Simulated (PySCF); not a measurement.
formic acid (CH2O2), SMILES O=CO. Atoms are numbered in the order given.

```xyz
5

O     -0.0900     1.1107     0.0000
C      0.3966    -0.1327     0.0000
O     -0.2622    -1.1287     0.0000
H     -1.0567     1.0414     0.0000
H      1.4952    -0.1014     0.0000
```
Charge 0, spin multiplicity 1.

Coordinates come from a PBE0-D3(BJ)/def2-TZVP optimisation. One conformer was computed; it need not be the lowest.

Two levels are set side by side: PBE/pcJ-1 (PySCF) and B3LYP/pcJ-1 (PySCF). One-bond couplings, all four terms, same geometry. Isotopes: 13C, 17O, 1H. Differences are taken from unrounded values.

```csv
quantity,PBE
"¹J(C2,H5) (Hz)",210.1
```

Question: These are the PBE values. What does B3LYP give? (Estimate from the structure and the level; the computed values follow.)

Answer: 
| quantity | B3LYP | PBE minus B3LYP |
|---|---|---|
| ¹J(C2,H5) (Hz) | 228.4 | -18.4 |

Rough cost on one machine, each run with all the roots and properties that it gave: B3LYP against PBE about 2 times.
